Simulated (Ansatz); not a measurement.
Basis-set extrapolation for C2H2O2, SMILES `O=C=CO` (PBE0-D4/def2-TZVP geometry, frozen core, Ansatz 0.2.0). Multiplicity 1, RHF reference.

|  | def2-TZVPP | def2-QZVPP |
| --- | --- | --- |
| HF | -226.658983 | -226.669173 |
| MP2 correlation | -0.767853 | -0.825404 |
| CCSD(T) correlation | -0.810658 | not run |

Energies in hartree. Use E(X) = E(∞) + A·exp(−7.88·√X) for Hartree–Fock and E(X) = E(∞) + B·X^(−2.97) for correlation, with X = 3 and 4, and add CCSD(T) minus MP2 of the smaller set to the MP2 limit.

What is the CCSD(T) energy at the basis-set limit?

HF limit: -226.669173 + (-0.010190) × 0.13774 = -226.67058. MP2 limit: -0.825404 + (-0.057551) × 0.74074 = -0.86803. Higher-order term: -0.810658 − (-0.767853) = -0.04280. Total: -227.58141 hartree, 3.04 eV below CCSD(T)/def2-TZVPP.
